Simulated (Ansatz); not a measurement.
The input, for Ansatz 0.2.0:

```yaml
crystal:
  periodic: [false, false, false]
  atoms:
    - {symbol: B, position_ang: [-2.276765, 0.000000, 0.000000]}
    - {symbol: H, position_ang: [-2.873498, 1.033571, 0.000000]}
    - {symbol: H, position_ang: [-2.873498, -1.033571, 0.000000]}
    - {symbol: H, position_ang: [-0.793765, 0.000000, 0.000000]}
    - {symbol: S, position_ang: [0.973235, 0.000000, 0.000000]}
basis:
  gaussian: {orbitals: STO-3G}
magnetization: {spin_polarized: false, initial_magnetization: 2}
hamiltonian: {xc: hf}
output: {orbitals: {seedname: orbitals}}
```

```sh
$ ansatz run in.yaml --threads 1 --pin off --events-out ev --progress --plain --max-ram 2393MiB
```

Roughly how long does this take on 1 thread of Arm Neoverse V1, shared host, and how much host memory?

0.15 s wall and 0.06 GiB.

```
194 factors; integrals over basis functions are off by at most 2.7e-5 eV
mean field evaluation 1: about -11403.1879 eV, gradient 1.3e1 eV
mean field evaluation 2: about -11403.2036 eV, gradient 1.3e1 eV
mean field evaluation 4: about -11405.1596 eV, gradient 1.8e0 eV
mean field evaluation 8: about -11405.2361 eV, gradient 1.1e-4 eV
mean field evaluation 16: about -11335.9731 eV, gradient 4.4e1 eV
mean field evaluation 32: about -11405.0070 eV, gradient 1.9e0 eV
mean field evaluation 64: about -11405.2355 eV, gradient 5.1e-3 eV
mean field evaluation 96: about -11405.2361 eV, gradient 1.0e-3 eV
mean field -11405.23605791 eV, -419.1346943815 hartree, gradient 5.8e-6 eV, S^2 2.000000; 6 other end points of the search recorded, 0 dependent functions left out
reference -11405.23605791 eV, -419.1346943815 hartree; 13, 11 occupied and 4, 6 virtual orbitals, 194 factors
Total energy: -11405.23605791 eV, -419.1346943815 hartree
```
